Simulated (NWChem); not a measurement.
System: Be

Parts of the log:

```
             Northwest Computational Chemistry Package (NWChem) 7.3.0
             --------------------------------------------------------

                             Geometry "geometry" -> ""
                             -------------------------

 Output coordinates in angstroms (scale by  1.889725989 to convert to a.u.)

  No.       Tag          Charge          X              Y              Z
 ---- ---------------- ---------- -------------- -------------- --------------
    1 Be                   4.0000     0.00000000     0.00000000     0.00000000

 Effective nuclear repulsion energy (a.u.)       0.0000000000

                                 NWChem DFT Module
                                 -----------------

 Summary of "ao basis" -> "ao basis" (spherical)
 ------------------------------------------------------------------------------
       Tag                 Description            Shells   Functions and Types
 ---------------- ------------------------------  ------  ---------------------
 Be                         pcseg-2                  7       15   4s2p1d

            General Information
            -------------------
          SCF calculation type: DFT
          Wavefunction type:  closed shell.
          No. of atoms     :     1
          No. of electrons :     4
           Alpha electrons :     2
            Beta electrons :     2
          Charge           :     0
          Spin multiplicity:     1
          Use of symmetry is: off; symmetry adaption is: off
          Maximum number of iterations: 150
          AO basis - number of functions:    15
                     number of shells:     7
          Convergence on energy requested:  1.00D-06
          Convergence on density requested:  1.00D-05
          Convergence on gradient requested:  5.00D-04

              XC Information
              --------------
                         PBE0 Method XC Functional
                     Hartree-Fock (Exact) Exchange  0.250
          PerdewBurkeErnzerhof Exchange Functional  0.750
            Perdew 1991 LDA Correlation Functional  1.000 local
           PerdewBurkeErnz. Correlation Functional  1.000 non-local

             Grid Information
             ----------------
          Grid used for XC integration:  medium
          Radial quadrature: Mura-Knowles
          Angular quadrature: Lebedev.
          Tag              B.-S. Rad. Rad. Pts. Rad. Cut. Ang. Pts.
          ---              ---------- --------- --------- ---------
          Be                  1.05       49           8.0       434
          Grid pruning is: on
          Number of quadrature shells:    49
          Spatial weights used:  Erf1

      Superposition of Atomic Density Guess
      -------------------------------------

 Sum of atomic energies:         -14.57017577

      Non-variational initial energy
      ------------------------------

 Total energy =     -14.570176
 1-e energy   =     -19.068323
 2-e energy   =       4.498147
 HOMO         =      -0.308319
 LUMO         =       0.053190

     ---------------------------------------------
      Total Density - Mulliken Population Analysis
     ---------------------------------------------

    Atom       Charge   Shell Charges
 -----------   ------   -------------------------------------------------------
    1 Be   4     4.00   2.00  0.71  0.90  0.39  0.00  0.00  0.00

   convergence    iter        energy       DeltaE   RMS-Dens  Diis-err
 ---------------- ----- ----------------- --------- --------- ---------
 d= 0,ls=0.0,diis     1    -14.6344288303 -1.46D+01  9.65D-03  7.34D-03
 d= 0,ls=0.0,diis     2    -14.6350554126 -6.27D-04  7.16D-04  5.72D-06
 d= 0,ls=0.0,diis     3    -14.6350565879 -1.18D-06  6.17D-05  1.40D-08
 d= 0,ls=0.0,diis     4    -14.6350565945 -6.61D-09  4.41D-06  1.08D-10

         Total DFT energy =      -14.635056594528
      One electron energy =      -19.087975910120
           Coulomb energy =        7.182020976925
    Exchange-Corr. energy =       -2.729101661333
 Nuclear repulsion energy =        0.000000000000

 Numeric. integr. density =        3.999999993469

                       DFT Final Molecular Orbital Analysis
                       ------------------------------------

 Vector    1  Occ=2.000000D+00  E=-4.110409D+00
              MO Center=  1.1D-16,  9.2D-17,  1.4D-16, r^2= 6.7D-02
   Bfn.  Coefficient  Atom+Function         Bfn.  Coefficient  Atom+Function
  ----- ------------  ---------------      ----- ------------  ---------------
     1      0.997997  1 Be s

 Vector    2  Occ=2.000000D+00  E=-2.378243D-01
              MO Center=  1.2D-14,  1.2D-14,  1.2D-14, r^2= 2.3D+00
   Bfn.  Coefficient  Atom+Function         Bfn.  Coefficient  Atom+Function
  ----- ------------  ---------------      ----- ------------  ---------------
     3      0.501540  1 Be s                  2      0.395486  1 Be s
     1     -0.225586  1 Be s                  4      0.179417  1 Be s

 Vector    3  Occ=0.000000D+00  E=-4.256811D-02
              MO Center= -5.2D-15,  2.4D-16, -3.3D-16, r^2= 3.9D+00
   Bfn.  Coefficient  Atom+Function         Bfn.  Coefficient  Atom+Function
  ----- ------------  ---------------      ----- ------------  ---------------
     8      0.603610  1 Be px                 5      0.436160  1 Be px
     9     -0.233918  1 Be py                 6     -0.169026  1 Be py
    10     -0.149070  1 Be pz                 7     -0.107716  1 Be pz

[...]

                         DFT ENERGY GRADIENTS

    atom               coordinates                        gradient
                 x          y          z           x          y          z
   1 Be      0.000000   0.000000   0.000000   -0.000000   0.000000  -0.000000
```

Level: PBE0/pcseg-2. 

Question: Reconstruct the input file.

Answer: This is not unique; one that fits is the input that was run:
```
start job
memory heap 200 mb stack 900 mb global 1100 mb
geometry units angstroms noautoz
  Be     0.000000     0.000000     0.000000
end
basis spherical
  * library pcseg-2
end
dft
  xc pbe0
  iterations 150
  mulliken
end
task dft gradient
```
